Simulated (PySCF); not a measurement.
Below is a simulated gas-phase C 1s photoelectron spectrum of `CC[NH2+]C`.

Every computed line was given a Gaussian of 0.7 eV full width at half maximum and an area set by the number of equivalent atoms; the highest printed point is 100. Theory: delta-SCF UKS SCAN, pcX-2 on the ionised atom, pcseg-1 elsewhere, spin-free X2C (PySCF 2.14.0).

binding energy (eV), intensity and a bar:
```
    294.8          0 
    294.9          1 
    295.0          2 
    295.1          4 #
    295.2          8 ##
    295.3         14 ####
    295.4         23 #######
    295.5         33 ##########
    295.6         43 #############
    295.7         50 ###############
    295.8         51 ###############
    295.9         48 ##############
    296.0         39 ############
    296.1         29 #########
    296.2         19 ######
    296.3         11 ###
    296.4          6 ##
    296.5          3 #
    296.6          1 
    296.7          1 
    296.8          2 
    296.9          4 #
    297.0          9 ###
    297.1         17 #####
    297.2         30 #########
    297.3         47 ##############
    297.4         67 ####################
    297.5         85 ##########################
    297.6         97 #############################
    297.7        100 ##############################
    297.8         92 ############################
    297.9         76 #######################
    298.0         57 #################
    298.1         38 ###########
    298.2         23 #######
    298.3         12 ####
    298.4          6 ##
    298.5          3 #
    298.6          1 
    298.7          0
```

Problem. How many maxima does the curve show, and how many computed lines lie under it?

Solution. The curve has 2 maxima (at 295.8 and 297.7 eV). Under it lie 3 lines from 3 inequivalent carbon sites. At this width some lines have no maximum of their own.

Problem. Decompose the envelope and assign each component. Numbering: `[CH3:1][CH2:2][NH2+:3][CH3:4]`.

Solution. 
```tsv
position (eV)	relative area	line	atoms	environment
295.78	1	C 1s	C1	methyl carbon
297.61	1	C 1s	C2	sp3 carbon bound to nitrogen
297.74	1	C 1s	C4	N-methyl carbon
```

Problem. What are the centre and the root-mean-square width of the whole band?

Solution. The area-weighted mean of the lines is 297.04 eV. Their own spread about it is 0.89 eV (rms) and each Gaussian has σ = 0.7/2.355 = 0.30 eV; the variances add, which gives 0.94 eV.

Lowest listed C 1s: C1, bonded to C and 3 H. Highest, 1.96 eV above it: C4, bonded to N and 3 H. Summing the Pauling electronegativity differences to the bonded atoms, each weighted by its formal bond order, gives -1.05 for the lowest site and -0.56 for the highest; the largest sum, -0.21, belongs to C2, 0.13 eV below the top.

The curve has no shake-up lines and no vibrational structure. The species carries charge +1, so core ionisation leaves charge +2. The structure is a single PBE0-D3(BJ)/def2-SVP conformer in the gas phase; no vibrational or solvent corrections.

Shape of the structure used: `[CH3:1][CH2:2][NH2+:3][CH3:4]`: C1–C2–N3–C4 178°.
